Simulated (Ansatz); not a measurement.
# Structure relaxation of NaH2

The calculation used DFT PBE, scalar-relativistic, plane waves, PAW (Ansatz 0.2.0). Cutoff 420 eV, Γ-centred k mesh, Gaussian smearing, no spin polarisation in the final step.

The start is a random cell of NaH2 with space group Cmcm (No. 63), drawn with lower limits on the distances.

```xyz
6
Lattice="1.9860 -3.9005 0.0000 1.9860 3.9005 0.0000 0.0000 0.0000 4.4679" Properties=species:S:1:pos:R:3 pbc="T T T"
Na    1.9860   -1.2198    1.1170
Na    1.9860    1.2198    3.3509
H     0.5678    0.0000    1.1170
H     3.4041    0.0000    1.1170
H     0.5678    0.0000    3.3509
H     3.4041    0.0000    3.3509
```

Cell and atoms relax at zero pressure; the relaxation can't lower the symmetry of the start. After a coarse first stage the cell is made exact in the group found at 0.06 Å.

Formation energies are uncorrected and refer to the elements' standard structures at the same level (H₂ as a molecule).

(1) Which crystal results?

(2) What are its volume, energy, density and gap?

Results:

(1) It keeps Cmcm (No. 63). Conventional cell: a = 6.586 Å, b = 7.332 Å, c = 4.595 Å. Around Na lie 2 H at 2.50 Å; around H lie 1 H at 0.78 Å.

Space group Cmcm (No. 63). a = 6.586 Å, b = 7.332 Å, c = 4.595 Å, α = 90.00°, β = 90.00°, γ = 90.00°
```tsv
atom	site	symmetry	x	y	z
Na	4c	m2m	0.5000	0.8130	0.2500
H	8g	..m	0.0590	0.9763	0.2500
```

(2) The volume per atom is 18.49 Å³. The density is 0.75 g/cm³ and the energy over the elements is 0.11 eV/atom. The gap on the 8×8×8 mesh is 0 eV (a metal).

The final run used a 8×8×8 mesh on its 6-atom cell and 0.10 eV smearing. For metals, differences of a few meV/atom aren't resolved. Symmetry constrained the relaxation, so the result can be a saddle point. The steps took of the order of 6 core-minutes in all.